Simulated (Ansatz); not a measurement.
A nudged elastic band was laid between two geometries of AlClH2 (4 atoms, charge 0, multiplicity 1).

Level of theory: RKS B3LYP-D4/def2-mTZVP (Ansatz).

```json
{
  "movable images": "7",
  "climbing image": "yes",
  "spring": "5.0 eV/Å²",
  "optimiser": "quadratic models (default)",
  "start path": "through a guess of the saddle point",
  "force threshold": "0.05 eV/Å",
  "iteration limit": "60",
  "end points": "relaxed"
}
```

Image 0:

```xyz
4
Properties=species:S:1:pos:R:3
Al 0.459 0.000 0.116
Cl 0.822 0.000 2.199
H 1.707 0.000 -0.838
H -1.041 0.000 -0.353
```

Image 8:

```xyz
4
Properties=species:S:1:pos:R:3
Al -0.448 0.000 -0.477
Cl 2.577 0.000 1.976
H 1.548 0.000 1.140
H -1.730 0.000 -1.514
```

Q: What changes between the two ends?

A: Bonds broken: Al1–Cl2, Al1–H3. Bonds formed: Cl2–H3. AlClH2 becomes AlH + ClH.

Q: What energy profile does the band end with?

A: It converged. The highest image is number 4 of 0 to 8, 3.08 eV above the first end and 0.36 eV above the last; the last end lies 2.72 eV above the first. Neighbouring images differ by up to 1.4 eV, so the band resolves the path poorly. A vibrational analysis at the climbing image gives one clearly imaginary mode, 783i cm⁻¹: a first-order saddle point. The orbitals stay closed-shell, which can raise the energy where a bond breaks towards radicals; this wasn't checked here.

```
image  path coordinate (Å)  energy (eV)  Al1–Cl2 (Å)  Al1–H3 (Å)  Cl2–H3 (Å)
    0                 0.00         0.00         2.11        1.57        3.16
    1                 0.40         0.26         2.12        1.56        2.75
    2                 0.80         1.17         2.21        1.54        2.33
    3                 1.20         2.52         2.45        1.57        1.96
    4                 1.60         3.08         2.71        1.74        1.62
    5                 2.20         2.85         3.28        2.32        1.34
    6                 2.81         2.79         3.61        2.46        1.33
    7                 3.42         2.75         3.79        2.51        1.33
    8                 4.03         2.72         3.89        2.57        1.33
```

Q: What is the geometry of the highest image?

A: 
```xyz
4
Properties=species:S:1:pos:R:3:forces:R:3
Al 0.230 0.000 -0.649 -0.01 0.00 0.00
Cl 1.339 0.000 1.828 0.00 0.00 0.00
H 1.718 0.000 0.255 0.00 0.00 0.00
H -1.340 0.000 -0.309 0.01 0.00 0.00
```

The band took 15 iterations and about 50 core-seconds.

Time of the run: 49 s on 1 thread of Intel(R) Xeon(R) 6975P-C (Granite Rapids), with other jobs on the host, peak memory 0.11 GiB.
